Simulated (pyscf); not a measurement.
A first-order saddle from PySCF, ωB97X-D3(BJ)/def2-SVP:

```xyz
9

H      0.3564    -0.3186     0.0645
O     -0.4626    -0.2692    -0.8354
H     -0.1586     0.3517    -1.5083
H     -0.3178     0.3620     1.3895
O      0.7762    -0.1278     1.1889
H      0.8291    -0.9738     1.6504
H     -1.1625     0.2990    -0.0167
O     -1.4428     0.7202     1.0909
H     -1.4787     1.6843     1.0861
```

Surface: singlet, charge 0. Lowest wavenumbers (cm⁻¹): 1823i, 397, 403, 468, 563.

Q: Which two sides does it connect, and which bonds change?

A: `[OH2]` + `[OH2]` + `[OH2]` ⇌ `[OH2]` + `[OH2]` + `[OH2]`, a multi-bond step read from left to right: H–O, H–O, H–O broken and H–O, H–O, H–O formed. At CCSD(T)/def2-TZVPP + ΔMP2(QZVPP) it lies +14.0 kcal/mol from the left side and +14.0 kcal/mol from the right (each side as separated species at their lowest minima found). On the reactant side the descent ends in a bound adduct, 17.7 kcal/mol under the separated species and 26.7 kcal/mol under the saddle at ωB97X-D3(BJ)/def2-TZVP. On the product side the descent ends in a bound adduct, 17.7 kcal/mol under the separated species and 26.7 kcal/mol under the saddle at ωB97X-D3(BJ)/def2-TZVP. At ωB97X-D3(BJ) the barrier from the zero used here is 9.0 kcal/mol. One saddle was located; it need not be the lowest between these sides. The CCSD(T) − MP2 part came from Ansatz, without density fitting, on the same reference.
